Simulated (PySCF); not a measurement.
Frontier levels across methods

Species: 1-pentene, C5H10.
Atom-mapped SMILES: `[CH2:1]=[CH:2][CH2:3][CH2:4][CH3:5]` (hydrogens: H6, H7 on C1; H8 on C2; H9, H10 on C3; H11, H12 on C4; H13, H14, H15 on C5)

Cartesian coordinates in Å at the PBE0-D3(BJ)/def2-SVP level; atoms count from 1:
```
atom  x, y, z in Å
C1     2.491    0.900    0.328
C2     1.633   -0.048   -0.050
C3     0.269   -0.263    0.525
C4    -0.851   -0.112   -0.506
C5    -2.234   -0.353    0.076
H6     2.245    1.605    1.129
H7     3.472    1.007   -0.144
H8     1.924   -0.731   -0.859
H9     0.103    0.437    1.361
H10    0.214   -1.280    0.956
H11   -0.796    0.899   -0.944
H12   -0.671   -0.811   -1.341
H13   -2.454    0.354    0.892
H14   -3.020   -0.236   -0.685
H15   -2.322   -1.370    0.491
```

Basis pcSseg-1 throughout (PySCF), one geometry. Geometry: PBE0-D3(BJ)/def2-SVP, one conformer, isolated molecule.

Task: How do the orbital energies, the gap and the dipole change with the method?

Result: 
```csv
method,kind,HOMO (eV),LUMO (eV),gap (eV),μ (D),SCF cycles
BLYP,GGA,-6.04,-0.46,5.58,0.42,14
B97-D,GGA,-6.14,-0.50,5.64,0.43,14
OPBE,GGA,-6.17,-0.48,5.69,0.44,14
KT3,GGA,-6.20,-0.54,5.67,0.41,14
PBE,GGA,-6.21,-0.61,5.61,0.43,14
KT2,GGA,-6.22,-0.59,5.63,0.41,14
BP86,GGA,-6.31,-0.70,5.61,0.44,14
LDA,LDA,-6.39,-0.84,5.54,0.44,14
B97-2,global hybrid,-7.09,0.40,7.48,0.41,12
B3LYP,global hybrid,-7.11,0.22,7.33,0.40,13
PBE0,global hybrid,-7.35,0.45,7.80,0.41,13
mPW1PW91,global hybrid,-7.37,0.44,7.81,0.41,13
BHandHLYP,global hybrid,-8.30,1.63,9.94,0.39,12
CAM-B3LYP,range-separated hybrid,-8.68,1.65,10.33,0.39,12
wB97X-D,range-separated hybrid,-9.22,2.28,11.50,0.41,12
HF,Hartree–Fock,-9.74,4.36,14.11,0.38,9
LC-wPBE,range-separated hybrid,-10.11,2.82,12.93,0.39,12
```

The HOMO spans 4.06 eV, from BLYP down to LC-wPBE, and the gap runs from 5.54 eV (LDA) to 14.11 eV (HF). Over the methods BLYP (0 %), B97-D (0 %), OPBE (0 %), KT3 (0 %), PBE (0 %), KT2 (0 %), BP86 (0 %), LDA (0 %), B97-2 (21 %), B3LYP (20 %), PBE0 (25 %), mPW1PW91 (25 %), BHandHLYP (50 %), HF (100 %), a straight line through the gap against the share of exact exchange rises by 0.85 eV for each 10 % (correlation coefficient 1.000). The dipole ranges from 0.38 D (HF) to 0.44 D (LDA). This basis has no diffuse functions.
